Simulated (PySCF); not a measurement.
Job file and geometry (Å, from GFN2-xTB) of an NMR shielding run on `InChI=1S/C5H10S/c1-6-5-3-2-4-5/h5H,2-4H2,1H3`, PySCF, GIAO PBE0/pcSseg-1 NMR shielding, non-relativistic, gas phase; density fitting, a coarse starting grid and PySCF grid level 2 are the driver's defaults:

```
{"job": {"kind": "nmr", "xc": "PBE0", "basis": "pcSseg-1"}, "charge": 0, "multiplicity": 1}
C      2.651595    -0.215875     0.070453
S      1.471042     1.001597     0.716778
C     -0.026487     0.394214    -0.122375
C     -1.318433     1.141913     0.226171
C     -2.009681    -0.209040     0.468855
C     -0.640302    -0.904457     0.420397
H      3.612841     0.007491     0.520093
H      2.331180    -1.215169     0.350143
H      2.714985    -0.123075    -1.010483
H      0.189111     0.364964    -1.191037
H     -1.731558     1.767471    -0.561826
H     -1.214083     1.734500     1.132415
H     -2.661028    -0.502916    -0.351494
H     -2.554244    -0.301555     1.405346
H     -0.560409    -1.775926    -0.227226
H     -0.262125    -1.155194     1.409863
```

Task: Write the output of this run.

Result: 
```
coarse grid: 13256 points
cycle   1  E = -594.2178804497  dE =  5.952e-01  |g| = 3.281e-01  |ddm| = 3.536e+00
cycle   2  E = -594.2179580253  dE = -7.758e-05  |g| = 3.491e-01  |ddm| = 6.722e-01
cycle   3  E = -594.2488652139  dE = -3.091e-02  |g| = 4.344e-02  |ddm| = 3.301e-01
cycle   4  E = -594.2492416064  dE = -3.764e-04  |g| = 2.024e-02  |ddm| = 7.456e-02
cycle   5  E = -594.2493369022  dE = -9.530e-05  |g| = 5.195e-03  |ddm| = 2.719e-02
cycle   6  E = -594.2493428141  dE = -5.912e-06  |g| = 1.851e-03  |ddm| = 6.478e-03
final grid: 121512 points
cycle   7  E = -594.2885586959  dE = -3.072e-05  |g| = 9.994e-03  |ddm| = 3.150e-02
cycle   8  E = -594.2885420273  dE =  1.667e-05  |g| = 1.291e-02  |ddm| = 1.973e-02
cycle   9  E = -594.2885833501  dE = -4.132e-05  |g| = 5.975e-04  |ddm| = 1.186e-02
cycle  10  E = -594.2885834259  dE = -7.582e-08  |g| = 2.450e-04  |ddm| = 9.136e-04
cycle  11  E = -594.2885834404  dE = -1.452e-08  |g| = 4.359e-05  |ddm| = 2.497e-04
cycle  12  E = -594.2885834408  dE = -4.403e-10  |g| = 1.678e-05  |ddm| = 7.310e-05
converged SCF energy = -594.2885834408

GIAO shielding tensors (ppm)
atom      isotropic    diamagn.    paramagn.     s11        s22        s33       span
  0 C      167.821     250.754     -82.933    150.837    165.508    187.120     36.283
  1 S      490.577    1056.969    -566.391    332.554    406.345    732.833    400.280
  2 C      142.239     249.116    -106.878    119.679    146.824    160.213     40.533
  3 C      159.633     248.749     -89.115    144.964    151.075    182.861     37.897
  4 C      169.681     250.680     -80.999    160.261    166.750    182.033     21.773
  5 C      152.989     249.047     -96.059    125.650    152.109    181.207     55.557
  6 H       29.928      28.653       1.275     24.910     26.642     38.232     13.321
  7 H       29.636      30.980      -1.344     24.230     28.832     35.846     11.617
  8 H       29.801      30.292      -0.491     24.701     27.453     37.249     12.548
  9 H       28.510      32.739      -4.229     24.252     28.925     32.353      8.101
 10 H       29.380      30.007      -0.626     25.786     26.617     35.739      9.953
 11 H       29.689      30.555      -0.867     26.115     29.030     33.921      7.806
 12 H       29.714      30.158      -0.444     26.621     26.867     35.654      9.033
 13 H       29.692      29.386       0.307     25.830     26.687     36.560     10.730
 14 H       29.173      31.360      -2.187     25.327     27.652     34.540      9.212
 15 H       29.676      31.300      -1.624     26.361     29.567     33.100      6.739
```

Task: Turn these shieldings into chemical shifts. Referencing at the same level of theory: $^{13}$C (σref 186.93) and $^{1}$H (σref 31.72) against TMS; $^{33}$S (σref 503.73) vs CS2.

Result: Averaging equivalent atoms: C 2: 44.7; C 3/5: 30.6; C 0: 19.1; C 4: 17.2; S 1: 13; H 9: 3.21; H 10/14: 2.44; H 11/15: 2.03; H 13: 2.02; H 12: 2.00; H 6/7/8: 1.93 ppm. 

Size and cost of the density-fitted run: 159 basis functions, 29 s wall time on 1 thread of an x86-64 server CPU, shared host.
